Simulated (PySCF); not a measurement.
BH6PSi.
Numbering: `[BH2:1][PH:2][SiH3:3]` (hydrogens: H4, H5 on B1; H6 on P2; H7, H8, H9 on Si3)

Computed with MP2 and CCSD/aug-cc-pVDZ in PySCF, restricted Hartree–Fock reference, frozen core, non-relativistic, gas phase, PBE0-D3(BJ)/def2-SVP geometry.

E(HF) = -657.83403 Eh.

Problem. How large is the problem?

Solution. 131 basis functions and 40 electrons; 11 orbitals frozen, which leaves o = 9 correlated occupied and v = 111 virtual orbitals. That is o·v = 999 singles and o·v(o·v + 1)/2 = 499500 distinct closed-shell doubles amplitudes before symmetry; the costliest CCSD step grows as o²v⁴ = 1.2 × 10^10.

Problem. What are the MP2 and CCSD correlation energies?

Solution. MP2 -0.3269 Eh and CCSD -0.3860 Eh, which gives totals of -658.16091 and -658.22007 Eh. That is 0.584 eV for each correlated electron at CCSD (1014 kJ/mol in all, 0.059 % of the total energy); MP2 gives 84.7 % of the CCSD value.

Problem. What is the T1 diagnostic?

Solution. 0.0167, below the customary warning level of 0.02. It is the norm of the spatial-orbital singles amplitudes over the root of the number of correlated electrons, so the norm is 0.071.

Problem. How does correlation change the dipole moment?

Solution. HF gives 0.88 D and CCSD (unrelaxed density) 0.93 D, a change of +0.05 D; the two vectors are 25° apart.

Connected triples and the basis-set limit are missing.

The job also held the EOM ionisation roots. On one thread, x86-64 server, no GPU (shared host), this took 37 s of wall time.

One conformer stands for the species.
